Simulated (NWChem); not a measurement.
**Polarisability of ClNa**

SMILES: [Cl][Na]
```xyz
2

Na     0.0000     0.0000    -1.4209
Cl     0.0000     0.0000     0.9194
```
Charge 0, spin multiplicity 1.

All runs are NWChem calculations. All single points use one geometry, from B3LYP/def2-SVP, a minimum by its harmonic frequencies.

Basis set: Sadlej pVTZ. Static limit.

| method | isotropic polarisability (bohr³) | difference from CCSD linear response |
|---|---|---|
| HF | 26.44 | -3.94 |
| CCSD linear response | 30.39 | 0.00 |
| PBE | 36.13 | +5.74 |
| B3LYP | 33.24 | +2.85 |
| BHandHLYP | 29.54 | -0.85 |

The values span 9.68 bohr³, from HF (lowest) to PBE (highest). 

The correlated methods keep 6 core orbitals frozen. B3LYP has NWChem's definition, with VWN1-RPA local correlation. The structure started from a generated list of species. Coupled-cluster values serve here as a point of comparison, not as the truth.
